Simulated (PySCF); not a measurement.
Na₂H₂: fields on a plane

Level of theory: PBE0 in PySCF with Na def2-TZVP, H def2-TZVP; no relativity; density-fitted integrals.

The singlet minimum has Na–H 2.106 Å (×4); H–Na–H 96.7° (×2), Na–H–Na 83.3° (×2).

The plane holds Na1 at (0.00, 0.00), Na2 at (2.80, 0.00), H3 at (1.40, 1.57), H4 at (1.40, -1.57) Å. Columns run from x = -1.95 to 4.95 Å, rows from y = 3.75 (top) to -3.45 Å, in steps of 0.3 Å. Other isomers or separated fragments may lie lower.

Question: Give the electrostatic potential (V) (cut at 20 V). Every second row and column.

Answer: 
```
-0.1 -0.2 -0.5 -0.8 -1.1 -1.4 -1.4 -1.2 -0.9 -0.5 -0.3 -0.1
 0.0 -0.1 -0.5 -1.1 -1.7 -2.1 -2.1 -1.8 -1.1 -0.6 -0.2  0.0
 0.3  0.1 -0.3 -1.2 -2.2 -2.6 -2.5 -2.3 -1.4 -0.4  0.1  0.3
 0.7  0.7  0.4 -0.6 -1.8  3.1  5.7 -1.8 -0.9  0.3  0.7  0.7
 1.2  1.8  2.3  1.9  0.2  8.3 14.7  0.1  1.7  2.3  1.9  1.3
 1.9  3.4  6.5 12.0  7.3  1.3  1.0  5.9 12.4  7.4  3.7  2.1
 2.3  4.6 13.3 20.0 20.0  4.4  3.4 20.0 20.0 18.0  5.2  2.6
 2.2  4.1  9.9 20.0 18.3  3.0  2.2 13.5 20.0 12.2  4.6  2.4
 1.6  2.5  4.0  5.0  2.5  1.9  2.6  2.0  4.9  4.3  2.8  1.7
 0.9  1.2  1.1  0.3 -1.1 12.2 20.0 -1.0  0.0  1.1  1.2  1.0
 0.4  0.3 -0.1 -1.0 -2.2 -1.5 -1.1 -2.3 -1.2 -0.2  0.3  0.4
 0.1 -0.1 -0.5 -1.1 -2.0 -2.5 -2.5 -2.1 -1.3 -0.6 -0.1  0.1
 0.0 -0.2 -0.5 -0.9 -1.4 -1.7 -1.7 -1.4 -1.0 -0.6 -0.2  0.0
```

Question: Give the highest occupied orbital (Å^-3/2) at -5.03 eV (cut at ±0.3; overall sign arbitrary). Every second row and column.

Answer: 
```
 0.00  0.01  0.01  0.01  0.02  0.02  0.02  0.02  0.01  0.01  0.01  0.00
 0.01  0.01  0.02  0.03  0.04  0.06  0.06  0.05  0.03  0.02  0.01  0.01
 0.01  0.01  0.03  0.05  0.09  0.14  0.15  0.10  0.06  0.03  0.02  0.01
 0.01  0.02  0.04  0.07  0.16  0.30  0.30  0.18  0.08  0.04  0.02  0.01
 0.01  0.02  0.03  0.08  0.18  0.30  0.30  0.20  0.09  0.04  0.02  0.01
 0.00  0.01  0.01  0.02  0.10  0.19  0.20  0.12  0.03  0.01  0.01  0.00
 0.00  0.00 -0.01 -0.22 -0.01  0.03  0.04  0.01 -0.30 -0.01  0.00  0.00
 0.00  0.00  0.00  0.08 -0.04 -0.11 -0.11 -0.06  0.09  0.01  0.00  0.00
-0.01 -0.01 -0.03 -0.06 -0.15 -0.29 -0.30 -0.17 -0.07 -0.03 -0.01 -0.01
-0.01 -0.02 -0.04 -0.08 -0.18 -0.30 -0.30 -0.20 -0.09 -0.04 -0.02 -0.01
-0.01 -0.02 -0.03 -0.06 -0.12 -0.22 -0.23 -0.14 -0.07 -0.04 -0.02 -0.01
-0.01 -0.01 -0.02 -0.04 -0.06 -0.09 -0.09 -0.07 -0.04 -0.02 -0.01 -0.01
 0.00 -0.01 -0.01 -0.02 -0.03 -0.04 -0.04 -0.03 -0.02 -0.01 -0.01  0.00
```
